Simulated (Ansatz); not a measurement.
A basis-limit estimate, worked out

An elementary step of CH5FSi, closed shell (CH₄Si ([CH3][SiH]) + HF → CH₅FSi ([CH3][SiH2][F]); bonds formed: Si1–H3, Si1–F4; bonds broken: H3–F4). “Start” is the structure reached by relaxing down from the saddle towards the reactants; PBE0-D4/def2-TZVP structures. The saddle:

Si1  (-0.920, -0.104, -0.216)
C2  (0.819, -0.632, 0.236)
H3  (-1.197, 1.066, -1.413)
F4  (-0.640, 1.800, -0.774)
H5  (-1.563, 0.122, 1.123)
H6  (1.459, -0.757, -0.638)
H7  (0.772, -1.589, 0.768)
H8  (1.271, 0.096, 0.915)
(Å)

Program: Ansatz 0.2.0. Basis: def2-TZVPP and def2-QZVPP. Cores are frozen in the correlated methods.

Energies in eV:

| quantity | saddle | start |
| --- | --- | --- |
| Hartree–Fock, triple zeta (X = 3) | -11676.99799 | -11677.90348 |
| Hartree–Fock, quadruple zeta (X = 4) | -11677.42840 | -11678.31969 |
| MP2 correlation, X = 3 | -15.86638 | -15.32056 |
| MP2 correlation, X = 4 | -17.10817 | -16.54927 |
| CCSD(T) correlation, X = 3 | -17.28552 | -16.81926 |

Work out the barrier at the basis limit: extrapolate Hartree–Fock as E(X) = E∞ + A exp(−7.88 √X) and the MP2 correlation as E(X) = E∞ + B X^−2.97 (the exponents that Neese and Valeev fitted for def2-TZVPP and QZVPP), then add CCSD(T) − MP2 in triple zeta.

Each step is linear, so take the differences first (saddle − start): Hartree–Fock 0.90549 (X = 3) and 0.89129 (X = 4); MP2 correlation -0.54582 and -0.55890; CCSD(T) correlation -0.46626.
Two points give E∞ = E(4) + w [E(4) − E(3)], with w = 1/(exp(7.88 (2 − √3)) − 1) = 0.1377 for Hartree–Fock and w = 1/((4/3)^2.97 − 1) = 0.7407 for the correlation.
Hartree–Fock: 0.89129 + 0.1377 × (-0.01420) = 0.8893 eV.
MP2 correlation: -0.55890 + 0.7407 × (-0.01308) = -0.5686 eV.
CCSD(T) − MP2: -0.46626 − (-0.54582) = 0.0796 eV.
Sum: 0.8893 + (-0.5686) + 0.0796 = 0.4003 eV, or 9.23 kcal/mol. Plain CCSD(T) in triple zeta gives 0.4392 eV, so the larger basis shifts the result by -0.0389 eV.

T1 diagnostic: at most 0.015. The restricted Hartree–Fock reference is unstable towards an unrestricted one at one or more of these structures.

Losses and insertions of silylenes and their heavier kin drive the gas-phase chemistry of silicon and germanium vapour deposition.

Labels in which every atom is bracketed show which atoms are joined, not bond orders.

For scale, one of the runs: CCSD(T)/def2-TZVPP, 174 basis functions, launched by `ansatz run in.yaml --threads 2 --pin off --events-out ev --progress --plain --max-ram 4352MiB`. The run took 34 s on 2 CPU threads of an Arm Neoverse V1 (shared host), with 1.5 GiB of host memory at its peak.
